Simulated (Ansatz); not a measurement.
**CH₂O (triplet): the correlation ladder, cc-pVTZ**

An exercise on one series of results from a longer session: the logs are not shown, and one member is left open.

Method: cc-pVTZ, core rule «outside noble gas», up to 2 orbitals frozen; program: Ansatz 0.2.0, Gaussian basis.

Plan: UHF; CCSD(T) on ROHF; CCSD(T) on UHF; BCCD(T) on ROHF; CCSDT(Q) on ROHF; CCSDT(Q) on UHF; CASSCF and MRCISD+Q, 12 electrons in 10 orbitals; CASSCF and NEVPT2, 12 electrons in 10 orbitals.

6 further runs of the same task are left out: 6 set aside as unsound or not needed.

**What is computed**

The geometry is a PBE0/def2-TZVP stationary point (not a proven minimum) of the parent state, kept for this charge and spin.

4 atoms, charge 0, spin multiplicity 3.

Atoms are counted from 1 here; the program's logs count them from 0.

Bond lengths: O1–C2 1.195 Å, C2–H3 1.109 Å, C2–H4 1.109 Å. Angles: O1–C2–H3 122.0°, O1–C2–H4 122.0°, H3–C2–H4 115.9°.

Set-up of the first run:

File in.yaml:

```yaml
crystal:
  periodic: [false, false, false]
  atoms:
    - {symbol: O, position_ang: [0.000000, 0.000000, 0.597913]}
    - {symbol: C, position_ang: [0.000000, 0.000000, -0.597504]}
    - {symbol: H, position_ang: [0.000000, -0.940035, -1.185490]}
    - {symbol: H, position_ang: [0.000000, 0.940035, -1.185490]}
basis:
  gaussian: {orbitals: cc-pVTZ}
magnetization: {spin_polarized: true, initial_magnetization: 2}
hamiltonian: {xc: hf}
output: {orbitals: {seedname: orbitals}}
```

On the command line:

```sh
ansatz run in.yaml --threads 1 --pin off --events-out ev --progress --plain --max-ram 4096MiB --backend cpu
```

Steps of the session up to this table: UHF; CCSD(T) on ROHF; CCSD(T) on UHF; BCCD(T) on ROHF; CCSDT(Q) on ROHF; CCSDT(Q) on UHF; CASSCF and MRCISD+Q, 12 electrons in 10 orbitals; CASSCF and NEVPT2, 12 electrons in 10 orbitals.

One table of the session follows, with a row left open; its other results are not shown here.

| method | from UCCSDT(Q) (meV) |
| --- | --- |
| ROHF | +10711.7 |
| UHF | +10429.2 |
| RMP2 | +1089.3 |
| UMP2 | +1131.0 |
| RCCSD | +397.4 |
| UCCSD | +388.5 |
| RCCSD(T) | +39.8 |
| UCCSD(T) | +39.5 |
| BCCD(T) | +34.0 |
| RCCSDT | ? |
| UCCSDT | +15.7 |
| RCCSDT(Q) | +3.3 |
| UCCSDT(Q) | 0 |
| CASSCF valence | +8508.4 |
| NEVPT2 valence | +1364.6 |
| MRCISD valence | +690.7 |
| MRCISD+Q valence | +144.2 |

**Question.** Estimate the row for RCCSDT.

The run gave: from UCCSDT(Q) (meV): +17.8. In the column «from UCCSDT(Q) (meV)» it lies between UCCSDT (+15.7) and BCCD(T) (+34.0).

Caveats from the session: Restricted and unrestricted rows rest on different reference determinants; where their highest levels disagree by more than a few hundredths of an eV, they describe different states and don't form one ladder.
